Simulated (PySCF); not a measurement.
Compound: C4H6 (triplet state).
Z-matrix (Å and degrees, PBE0-D3(BJ)/def2-SVP geometry), rows numbered from 1:
```
C 
C   1  1.4508
C   2  1.3565  1  125.00
C   3  1.4530  2  124.97  1  -179.80
H   1  1.0907  2  120.84  3   172.42
H   1  1.0926  2  120.64  3    -4.47
H   2  1.0970  1  116.95  3  -179.45
H   3  1.0971  2  118.08  1     0.65
H   4  1.0925  3  120.71  2     6.36
H   4  1.0907  3  120.88  2  -170.26
```

The hyperfine couplings belong to this conformer and change with its torsions.

Identity: `[CH2]/C=C/[CH2]` [triplet].

Computed with PySCF, UKS B3LYP, IGLO-III on C, pcH-1 on H, non-relativistic, mean-field spin-orbit, GIAO. Isolated species at its PBE0-D3(BJ)/def2-SVP geometry, gas phase. The SCF solution wasn't tested for stability.

(1) Break the g tensor into its mass correction, gauge correction and orbital-Zeeman/spin–orbit terms.

(2) At 9.463 GHz, how far is the centre of the isotropic spectrum from where a free electron (g = 2.002319) resonates, zero-field splitting left aside?

(3) Average each term over the three axes. Which is largest in size?

## Answers

(1) 
| Δg (ppm) | 1 | 2 | 3 |
| --- | --- | --- | --- |
| relativistic mass correction | -138 | -138 | -138 |
| gauge correction | 7 | 34 | 39 |
| orbital Zeeman/spin–orbit | 0 | 586 | 625 |
| total | -131 | 482 | 526 |

So g = 2.00219, 2.00280, 2.00285 and g_iso = 2.00261; the tensor is close to axial: the two nearest values differ by 7 % of g3 − g1. Axes: g3 points within 4° of the C1–C2 bond. With S = 1 there is also a zero-field splitting, D = -0.13 cm⁻¹, to set against the quantum of 0.317 cm⁻¹ at 9.5 GHz.

(2) B = hν/(g μB) with μB/h = 13.99624 MHz/mT gives 337.66 mT for the free electron and 337.61 mT at g_iso, 0.05 mT lower.

(3) The orbital-Zeeman/spin–orbit term 404, the mass correction -138 and the gauge correction 27 ppm, for a total of 292 ppm. The orbital-Zeeman/spin–orbit term is the largest in size. The mass correction is the same along every axis, so the anisotropy comes from the other two: their spans along these axes are 32 (gauge) and 625 ppm (orbital Zeeman/spin–orbit).

The Mulliken spin populations are largest on C4 (+0.96), C1 (+0.96), C3 (+0.15) and C2 (+0.14). The angles at C4 add up to 359.9°, so it is planar.

The HOMO–LUMO gaps are 4.78 eV among the α and 4.48 eV among the β orbitals.
